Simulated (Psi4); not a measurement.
# H4O2 (SMILES O.O): SAPT0/aug-cc-pVDZ (density fitting, density fitting for correlation, fragments set)

Wanted: the interaction energy of H4O2. 

The results are computed with Psi4 1.11.

11 further runs of the same task are left out: 11 set aside as unsound or not needed.

## 1. Starting point

H4O2 has 6 atoms, charge 0, and is taken as a singlet. SMILES: `O.O`. Geometry: relaxed at GFN2-xTB.

Bond lengths: O1–H2 0.961 Å, O1–H3 0.960 Å, O4–H5 0.969 Å, O4–H6 0.958 Å. Angles: H2–O1–H3 107.2°, H5–O4–H6 106.2°.

## 2. The interaction energy at SAPT0/aug-cc-pVDZ (density fitting, density fitting for correlation, fragments set)

h4o2.inp

```
memory 1600 MB

molecule m {
  0 1
  O      0.605980    -0.705900    -0.818830
  H      1.486060    -0.321230    -0.837610
  H      0.677510    -1.558690    -0.384310
  --
  0 1
  O     -0.787830     0.920500     1.036480
  H     -0.384990     0.386690     0.335810
  H     -1.596720     1.278630     0.668450
  symmetry c1
  no_reorient
  no_com
}

set basis aug-cc-pVDZ
set scf_type df
set freeze_core true

e_tot, wfn = energy('sapt0', return_wfn=True)
```

Started as:

```console
$ psi4 h4o2.inp h4o2.out -n 1
```

h4o2.out:

```text
[...]
  Running in c1 symmetry.
[...]
  Nuclear repulsion =   37.157169326982881
[...]
  Multiplicity = 1
[...]
  Nalpha       = 10
  Nbeta        = 10
[...]
    Number of basis functions: 82
[...]
   @DF-RHF iter   1:  -151.93363048496838   -9.10789e-01   7.49295e-03 ADIIS/DIIS
[...]
   @DF-RHF iter  10:   -76.04100857941631   -2.82796e-12   2.50489e-09 DIIS
[...]
    Orbital Energies [Eh]
    ---------------------
    Doubly Occupied:
       1A    -20.577459     2A     -1.352301     3A     -0.719205
       4A     -0.581054     5A     -0.508395
[...]
  @DF-RHF Final Energy:   -76.04100857941631
   => Energetics <=
    Nuclear Repulsion Energy =              9.1325350030305170
    One-Electron Energy =                -122.8702591747348265
    Two-Electron Energy =                  37.6967155922880082
    Total Energy =                        -76.0410085794163138
[...]
 Multipole Moments:
 ------------------------------------------------------------------------------------
     Multipole            Electronic (a.u.)      Nuclear  (a.u.)        Total (a.u.)
 ------------------------------------------------------------------------------------
 L = 1.  Multiply by 2.5417464519 to convert [e a0] to [Debye]
 Dipole X            :         15.3808923          -15.6551526           -0.2742603
 Dipole Y            :        -17.1800312           17.0629419           -0.1170893
 Dipole Z            :        -18.2850412           17.5670830           -0.7179581
 Magnitude           :                                                    0.7774268
[...]
    Electrostatics                -15.65121810 [mEh]      -9.82128763 [kcal/mol]     -41.09226745 [kJ/mol]
[...]
    Exchange                       15.09827351 [mEh]       9.47430966 [kcal/mol]      39.64051163 [kJ/mol]
[...]
    Induction                      -4.61677813 [mEh]      -2.89707202 [kcal/mol]     -12.12134932 [kJ/mol]
[...]
    Dispersion                     -3.45325852 [mEh]      -2.16695244 [kcal/mol]      -9.06652899 [kJ/mol]
[...]
  Total HF                         -5.16972272 [mEh]      -3.24404998 [kcal/mol]     -13.57310514 [kJ/mol]
  Total SAPT0                      -8.62298124 [mEh]      -5.41100242 [kcal/mol]     -22.63963413 [kJ/mol]
[...]
Warning! sapt0 does not have an associated derived wavefunction. The returned wavefunction is the dimer SCF wavefunction.
[...]
```

Run time: 2.4 s. Hardware: 1 thread of Intel Xeon 6975P-C (Granite Rapids), shared host; peak memory 0.23 GiB.

## 3. What came out

At SAPT0/aug-cc-pVDZ (density fitting, density fitting for correlation, fragments set):

| quantity | value |
| --- | --- |
| interaction energy | -22.64 kJ/mol |
